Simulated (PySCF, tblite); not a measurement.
# CH5BeNO, a complex of two parts: NMR shifts, interaction energy, infrared bands, spin-spin couplings and core binding energies

What NMR shifts, interaction energy, infrared bands, spin-spin couplings and core binding energies should one expect for `[BeH2]` with `NC=O`?

Computed with tblite 0.8.0 and PySCF 2.14.0; each step states its level. No surroundings beyond the atoms listed, unless a continuum is named. Atoms count from 0, parts from 1.

## Step 1: The system as given

9 atoms, charge 0, multiplicity 1; geometry: rigid parts in contact. Parts: 1 = atoms 0–2, `[BeH2]`, charge 0; 2 = atoms 3–8, `NC=O`, charge 0.

## Step 2: Docking the parts with GFN2-xTB

Job settings and geometry (Å):

```
{"job": {"kind": "dock", "xc": "GFN2-xTB", "basis": "xTB"}, "charge": 0, "multiplicity": 1, "parts": [{"atoms": "0-2", "charge": 0, "multiplicity": 1}, {"atoms": "3-8", "charge": 0, "multiplicity": 1}]}
Be    -0.000054    -0.000091     0.000102
H      1.055794    -0.311844     0.651529
H     -1.055740     0.311935    -0.651632
N      1.383465     1.134465    -3.766274
C      0.967168     0.754545    -2.543243
O      1.537379    -0.034491    -1.839281
H      0.878452     1.796272    -4.326720
H      2.232844     0.735777    -4.133781
H      0.025288     1.255037    -2.250053
```

Method: GFN2-xTB search for minima from random contacts, gas phase.

The run is started by

```
$ OMP_NUM_THREADS=1 python cluster_run.py task.json out
```

One launch serves the whole session: the jobs run in the order shown.

**Question.** The jobs that follow are: PBE0-D3(BJ)/def2-SVPD geometry optimisation, gas phase; GIAO PBE0/pcSseg-2 NMR shielding, non-relativistic, gas phase; wB97M-D3(BJ)/def2-TZVPD interaction energy, counterpoise and uncorrected, gas phase; PBE0-D3(BJ)/def2-TZVPD interaction energy, counterpoise and uncorrected, gas phase; PBE0-D3(BJ)/def2-SVPD harmonic vibrations by differences of gradients, gas phase; B3LYP/pcJ-1 indirect spin-spin coupling, non-relativistic, gas phase; delta-SCF UKS SCAN, pcX-2 on the ionised atom, pcseg-1 elsewhere, spin-free X2C. Predict: binding energy (GFN2-xTB); point group; rotational constants (main isotopes); shieldings of C, H, Be, N (PBE0/pcSseg-2); largest proton shift on binding; interaction energy, counterpoise (wB97M-D3(BJ)/def2-TZVPD); superposition error; binding energy (with deformation); strongest single infrared mode (PBE0-D3(BJ)/def2-SVPD); largest coupling of the table (B3LYP/pcJ-1); Be1s binding energies, SCAN/pcX-2; O1s binding energies, SCAN/pcX-2.

As calculated:

| quantity | value |
| --- | --- |
| binding energy (GFN2-xTB) | -17.78 kcal/mol |
| point group | Cs |
| rotational constants (main isotopes) | 44.06, 4.60, 4.16 GHz |
| shieldings of C, H, Be, N (PBE0/pcSseg-2) | C4 0.1, H8 22.5, H7 25.6, H6 25.7, H1 27.6, H2 27.6, Be0 85.1, N3 137.5 ppm and more |
| largest proton shift on binding | H7, +1.05 ppm |
| interaction energy, counterpoise (wB97M-D3(BJ)/def2-TZVPD) | -33.81 kcal/mol |
| superposition error | 0.28 kcal/mol |
| binding energy (with deformation) | -23.16 kcal/mol |
| strongest single infrared mode (PBE0-D3(BJ)/def2-SVPD) | 1772 cm⁻¹ |
| largest coupling of the table (B3LYP/pcJ-1) | ¹J(C,H) C4–H8, 211.0 Hz |
| Be1s binding energies, SCAN/pcX-2 | Be0 118.56 eV |
| O1s binding energies, SCAN/pcX-2 | O5 539.46 eV |
| range of the interaction energy over the runs of this table | -34.50 to -33.81 kcal/mol |

**Reading.** On relaxing, metal atoms bound new neighbours (Be0–O5). In the structure that the search hands on, at its xTB geometry, the leading contact, judged by the atoms' radii, is Be0···O5 (bond, 1.71 Å). A later relaxation moves these distances. The start of the PBE0/def2-SVPD relaxation was shaken at random by about 0.01 Å, so part of the energy gained, and of the first lengths quoted, undoes that. Over 8 steps the energy fell by 0.272 eV; of the close pairs, Be0–H1 changed most, 1.287 to 1.360 Å. At PBE0/pcSseg-2: Shielding is most anisotropic at O5 (span 595 ppm, paramagnetic term -407 ppm). On binding (GIAO PBE0/pcSseg-2 NMR shielding, non-relativistic, gas phase), H7 moves most among the protons, 1.05 ppm downfield. No mode is imaginary at PBE0-D3(BJ)/def2-SVPD; the softest lies at 129 cm⁻¹. The interaction energy runs from -34.50 (PBE0-D3(BJ)/def2-TZVPD) to -33.81 kcal/mol (wB97M-D3(BJ)/def2-TZVPD).
